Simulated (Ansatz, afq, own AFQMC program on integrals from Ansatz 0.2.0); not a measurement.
Integrals from Ansatz 0.2.0, then the random walk in our own AFQMC program (afq).

```yaml
crystal:
  periodic: [false, false, false]
  atoms:
    - {symbol: C, position_ang: [0.000000, 0.000000, 0.000000]}
    - {symbol: Na, position_ang: [0.000000, 0.000000, 2.033000]}
basis:
  gaussian: {orbitals: cc-pVDZ}
magnetization: {spin_polarized: true, initial_magnetization: 3}
correlation: {method: ccsd_t, electrons: outside_noble_gas, hamiltonian_folder: ham}
```

```sh
$ ansatz run in.yaml --threads 1 --pin off --events-out ev --progress --plain --max-ram 16896MiB --backend cuda --devices 0, --max-vram 18GiB
```

Options of the walk:

```
--method phaseless --trial cisd --walkers 4000 --populations 20 --least-time 60 --time-step 0.005 --steps-per-block 50 --equilibration-blocks 28 --max-blocks 4000 --target-error 0.00014 --factor-cut 1e-05 --start spin_pure --seed 9619 --release-times 0.24,0.51,0.99,1.62,2.4 --release-step 0.03 --release-every 3 --taylor-order 6
```

Times are imaginary, in 1/Eh. The walk had a cap of 122 s. With eight or more populations the least sampling time is a fifth of least-time, and the error comes from their spread.

Log:

```
orbitals 26  electrons 4 1  factors 176 of 300
reference energy -199.57764587 Eh
CCSD correlation -0.08877314 Eh in 12 cycles, weight of the determinant in the CISD state 0.9462
energy of the start -199.666400 Eh
 block  time / (1/Eh)  mean weight  energy / Eh
     1     0.250  1.0000  -199.666353
     2     0.500  0.9999  -199.666727
     3     0.750  0.9999  -199.667129
     4     1.000  0.9999  -199.667381
     5     1.250  0.9999  -199.667590
    12     3.000  0.9999  -199.668494
    19     4.750  0.9999  -199.668541
    20     5.000  1.0001  -199.668713
    26     6.500  1.0001  -199.668302
    33     8.250  1.0001  -199.668444
    40    10.000  0.9999  -199.668449
    47    11.750  0.9999  -199.668552
    54    13.500  1.0000  -199.668557
    61    15.250  0.9997  -199.668629
    68    17.000  1.0001  -199.668665
    73    18.250  0.9999  -199.667928
    75    18.750  1.0001  -199.668114
    78    19.500  1.0002  -199.668220
error from the spread of 20 populations
released: time / (1/Eh)  energy / Eh  error  mean overlap
  0.24  -199.668505  0.000062  1.0002
  0.51  -199.668546  0.000050  1.0017
  0.99  -199.668617  0.000046  1.0022
  1.62  -199.668702  0.000031  1.0029
  2.40  -199.668732  0.000055  1.0030
energy -199.668434 +/- 0.000066 Eh
(rows thinned)
```

The run passed its tests (sampling time, drift between the halves within three errors, error under three times the target), which doesn't prove that it has relaxed.

Against this walk (error 1.8 meV) on the same determinant: CCSD(T) 8.6 meV higher, CCSDT(Q) 6.9 meV lower, CCSDTQ 7.3 meV lower, full CI 7.3 meV lower. The error is statistical and leaves out the bias of the constraint. Released to 2.40 1/Eh the energy lies 8.1 ± 2.3 meV (both errors) below the phaseless value, which shows part or all of the bias of the constraint, and full CI lies 0.8 meV above the released value. Full CI is exact here, so the walk's 7 meV above it is the walk's own error: the bias of the constraint with this trial.

Cautions: constraint bias not in the error; lower spins were not checked.

The walk took 28 s on 1 × NVIDIA H100 80GB HBM3 with 2 threads of AMD EPYC 7R13 Processor (Zen 3) (shared host) (the card was shared). The log's last line is the phaseless energy.

CCSDT and higher add their correlation energy to the determinant of the CCSD(T) run, since their own runs factorise the integrals more tightly (a shift of under 2 meV). A walk keeps the symmetry of its determinant, which the program's search chose and which needn't be the lowest solution, so a lower state of the same spin and another symmetry isn't excluded.
